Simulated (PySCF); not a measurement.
## Ionisation energy of Ne by level of theory

Ne [Ne] (1S) → Ne+ [He] 2s2 2p5 (2P), as a difference of total energies. Calculation: PySCF 2.14, in Sapporo-DZP-2012 (4s3p1d, 18 functions); scalar relativity by spin-free X2C-1e. Correlated levels: valence: 1s2 frozen. The calculations carry no spin-orbit coupling.

```
           method  ionisation energy (eV)
              UHF                  19.634
             TPSS                  21.072
           M06-2X                  21.221
    MP2 (valence)                  21.176
SCS-MP2 (valence)                  21.028
   CCSD (valence)                  20.955
CCSD(T) (valence)                  20.955
```

Task: How much does correlation contribute at CCSD(T) (valence)?

Result: 20.955 − (19.634) = 1.321 eV, measured against UHF.

Errors of the correlated levels include the incompleteness of this basis and the frozen core.

For comparison: 21.597 eV (measured; NIST levels, between the centres of gravity of the two terms).
